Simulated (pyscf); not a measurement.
A first-order saddle from PySCF, ωB97X-D3(BJ)/def2-SVP:

```xyz
9

In    -0.3462     1.3969    -0.5125
As     2.1377     0.7641    -0.8642
H      0.9924    -0.4377     0.0829
H      1.8345     0.8930    -2.3579
Si    -1.5775     0.0990     1.5086
H      0.3081    -0.3883     0.8103
H     -2.0461    -1.2230     0.9994
H     -0.9732    -0.0245     2.8680
H     -2.7930     0.9566     1.6893
```

Surface: singlet, charge 0. Lowest wavenumbers (cm⁻¹): 1206i, 82, 145, 202, 211.

### Question
Name the species on either side of this saddle.

### Answer
H₂As–In [singlet] + SiH₄ <-> H₃Si–In=AsH + H₂, a concerted two-bond exchange read from left to right: As–H, H–Si broken and In–Si, H–H formed. At ωB97M-D3(BJ)/def2-TZVP it lies +263.0 kJ/mol from the left side and +176.4 kJ/mol from the right (each side as separated species at their lowest minima found). On the reactant side the descent ends in a complex (not fully relaxed), 21.8 kJ/mol under the separated species and 269.9 kJ/mol under the saddle at ωB97X-D3(BJ)/def2-TZVP. At ωB97X-D3(BJ)/def2-TZVP the barrier from the zero used here is 248.1 kJ/mol. This is the saddle that the search found; another between the same sides may lie lower. Elements up to Kr have no core potential and no relativistic terms here. Elements past Kr carry the def2 core potentials, without spin-orbit coupling.
